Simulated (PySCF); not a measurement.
# PC: spin, charge, geometry and surroundings

One physical setting of the base script is moved in each run, with the edits that it forces.

The runs use PySCF 2.14.0; each script names its method and basis.

3 further runs of the same task are left out: 3 that didn't finish.

## 1. The starting structure

PC: 2 atoms, charge 0, spin multiplicity 2.

Bond lengths: P1–C2 1.597 Å.

## 2. The base run

input.py reads:

```python
from pyscf import gto, scf, cc

mol = gto.M(
    atom='P 0 0 0; C 0 0 1.597',
    basis='6-31g',
    charge=0,
    spin=1,
    symmetry=True,
    verbose=4,
)
mf = scf.UHF(mol)
mf = mf.newton()
mf.kernel()
mycc = cc.CCSD(mf, frozen=6)
mycc.kernel()
e = mycc.eaccsd(nroots=8)[0]
print('roots (eV) =', (e*27.211386).round(3))
mf.dip_moment()
print('orbital energies (hartree):', [e[max(0, n-3):n+3].round(4) for e, n in zip(mf.mo_energy, mol.nelec)])
```

On the command line:

```sh
OMP_NUM_THREADS=1 python input.py
```

The log of this run is left out.

It gives: E(SCF) = -378.424936 Eh, 4 macro-iterations, E(CCSD) − E(SCF) = -0.13160 Eh, ⟨S²⟩ = 1.792, μ = 0.27 D, attachment roots -1.349, 1.772, 1.772, 2.429, 2.429 eV.

⟨S²⟩ = 1.79 against 0.75 for a pure state: the determinant is spin-contaminated. The bond length is a typed value, not an optimised one. Positive EA roots mean that the added electron is unbound.

## 3. Bond 1.278 Å

Edit 1 changes bond length: 1.597 Å → 1.278 Å.

input.py reads:

```python
from pyscf import gto, scf, cc

mol = gto.M(
    atom='P 0 0 0; C 0 0 1.278',
    basis='6-31g',
    charge=0,
    spin=1,
    symmetry=True,
    verbose=4,
)
mf = scf.UHF(mol)
mf = mf.newton()
mf.kernel()
mycc = cc.CCSD(mf, frozen=6)
mycc.kernel()
e = mycc.eaccsd(nroots=8)[0]
print('roots (eV) =', (e*27.211386).round(3))
mf.dip_moment()
print('orbital energies (hartree):', [e[max(0, n-3):n+3].round(4) for e, n in zip(mf.mo_energy, mol.nelec)])
```

On the command line:

```sh
OMP_NUM_THREADS=1 python input.py
```

## 4. PCM, ε = 2.27

Edit 2 changes solvent: none (gas phase) → PCM, ε = 2.27; step after the SCF: eomea → analyze.

input.py reads:

```python
from pyscf import gto, scf, solvent

mol = gto.M(
    atom='P 0 0 0; C 0 0 1.597',
    basis='6-31g',
    charge=0,
    spin=1,
    symmetry=True,
    verbose=4,
)
mf = scf.UHF(mol)
mf = solvent.PCM(mf)
mf.with_solvent.eps = 2.27
mf = mf.newton()
mf.kernel()
mf.analyze()
print('orbital energies (hartree):', [e[max(0, n-3):n+3].round(4) for e, n in zip(mf.mo_energy, mol.nelec)])
```

## 5. Bond 1.645 Å

Edit 3 changes bond length: 1.597 Å → 1.645 Å.

Changes to input.py since step 2:

```diff
@@ -3,3 +3,3 @@
 mol = gto.M(
-    atom='P 0 0 0; C 0 0 1.597',
+    atom='P 0 0 0; C 0 0 1.645',
     basis='6-31g',
```

**Question.** What will these runs give? Wanted: for each run, E(SCF); from base; gap, α spin; SCF dipole; after the SCF.

As calculated:

| run | E(SCF) (hartree) | from base (eV) | cycles | gap, α spin (eV) | SCF dipole (D) | after the SCF |
| --- | --- | --- | --- | --- | --- | --- |
| base | -378.424936 | 0 | 4 macro | 14.22 | 0.27 | CCSD correlation -3.581 eV, core frozen, first root -1.35 eV |
| bond 1.278 Å | -378.244951 | +4.8976 | 4 macro | 15.41 | 0.11 | CCSD correlation -3.614 eV, core frozen, first root -0.65 eV |
| PCM, ε = 2.27 | -378.425078 | -0.0039 | 4 macro | 14.24 | 0.28 | n/a |
| bond 1.645 Å | -378.428431 | -0.0951 | 4 macro | 14.07 | 0.21 | CCSD correlation -3.504 eV, core frozen, first root -1.39 eV |

The largest comparable shift of the SCF energy, +4.898 eV, comes with the run “bond 1.278 Å”. A continuum solvent with ε = 2.27 lowers the energy by 0.004 eV.
